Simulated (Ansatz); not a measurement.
## A ladder of methods for SiH4 (SMILES [H][Si]([H])([H])[H])

The species is SiH4 (5 atoms), meant as a singlet with charge 0. SMILES: `[H][Si]([H])([H])[H]`. Geometry: relaxed at GFN2-xTB.

```jsonl
{"atom": "Si", "x (Å)": "0.0001", "y (Å)": "0.0000", "z (Å)": "0.0001"}
{"atom": "H", "x (Å)": "0.0113", "y (Å)": "-0.0194", "z (Å)": "1.4609"}
{"atom": "H", "x (Å)": "1.3735", "y (Å)": "0.0113", "z (Å)": "-0.4978"}
{"atom": "H", "x (Å)": "-0.6966", "y (Å)": "1.1967", "z (Å)": "-0.4657"}
{"atom": "H", "x (Å)": "-0.6882", "y (Å)": "-1.1885", "z (Å)": "-0.4975"}
```

Quantity: the energy change with the Si1–H4 bond stretched from 1.461 to 3.653 Å, in eV. The values are calculated.

```csv
level,kind,program,value (eV)
HF/6-31G (restricted),Hartree–Fock,Ansatz,5.95
BLYP/6-31G (restricted),GGA,Ansatz,4.33
revPBE/6-31G (restricted),GGA,Ansatz,4.42
B3LYP/6-31G (restricted),global hybrid,Ansatz,4.79
BHLYP/6-31G (restricted),global hybrid,Ansatz,5.38
r2SCAN0/6-31G (restricted),hybrid meta-GGA,Ansatz,5.17
wB97X/6-31G (restricted),range-separated hybrid,Ansatz,5.58
CCSDTQ/6-31G (restricted),coupled cluster or CI,Ansatz,3.32
FCI/3-21G,exact in the basis,Ansatz,3.37
```

A spin-restricted reference rises too steeply as a bond breaks; here HF/6-31G, BLYP/6-31G, revPBE/6-31G, B3LYP/6-31G, BHLYP/6-31G, r2SCAN0/6-31G, wB97X/6-31G lie well above the multireference or unrestricted value. The first shape isn't each level's own minimum. The values span 3.32 to 5.95 eV. All rows use very small basis sets, so none should be taken for the real molecule's value.
